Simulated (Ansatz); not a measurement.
Input file:

```yaml
crystal:
  periodic: [false, false, false]
  atoms:
    - {symbol: Al, position_ang: [0.000000, 0.000000, 0.008471]}
    - {symbol: O, position_ang: [0.000000, 0.000000, -1.585277]}
    - {symbol: H, position_ang: [0.000000, 0.000000, 1.576806]}
basis:
  gaussian: {orbitals: 6-31G}
total_charge: 1
magnetization: {spin_polarized: true, initial_magnetization: 1}
correlation: {method: ccsdtq, electrons: outside_noble_gas}
```

```sh
$ ansatz run in.yaml --threads 1 --pin off --events-out ev --progress --plain --max-ram 2393MiB
```

Output:

```
441 factors; integrals over basis functions are off by at most 2.2e-7 eV
mean field evaluation 1: about -8600.1906 eV, gradient 6.2e1 eV
mean field evaluation 2: about -8600.2063 eV, gradient 6.2e1 eV
mean field evaluation 4: about -8617.4433 eV, gradient 1.8e1 eV
mean field evaluation 8: about -8618.0870 eV, gradient 1.5e1 eV
mean field evaluation 16: about -8624.0109 eV, gradient 7.9e-5 eV
mean field evaluation 32: about -8624.8629 eV, gradient 2.8e-6 eV
mean field evaluation 64: about -8619.2705 eV, gradient 9.3e-2 eV
mean field evaluation 96: about -8619.2682 eV, gradient 2.2e-2 eV
mean field evaluation 128: about -8619.2687 eV, gradient 2.7e-2 eV
mean field evaluation 160: about -8624.8625 eV, gradient 2.1e-1 eV
...
cycle  13  -3.54518513 eV  change   -3.0e-5 eV  update   7.8e-5
cycle  14  -3.54516648 eV  change    1.9e-5 eV  update   4.7e-5
cycle  15  -3.54516317 eV  change    3.3e-6 eV  update   3.0e-5
cycle  16  -3.54517260 eV  change   -9.4e-6 eV  update   1.4e-5
cycle  17  -3.54517520 eV  change   -2.6e-6 eV  update   1.0e-5
cycle  18  -3.54517811 eV  change   -2.9e-6 eV  update   7.1e-6
cycle  19  -3.54518037 eV  change   -2.3e-6 eV  update   4.6e-6
cycle  20  -3.54518084 eV  change   -4.7e-7 eV  update   2.2e-6
cycle  21  -3.54517992 eV  change    9.2e-7 eV  update   1.7e-6
cycle  22  -3.54517980 eV  change    1.2e-7 eV  update   7.3e-7
Total energy: -8628.40809325 eV, -317.0881488818 hartree
```

For the same geometry and basis full CI lies 0.5 meV higher.

Ran on 1 thread of AMD EPYC 7R43, shared host: 41 s wall, 0.3 GiB peak host memory.
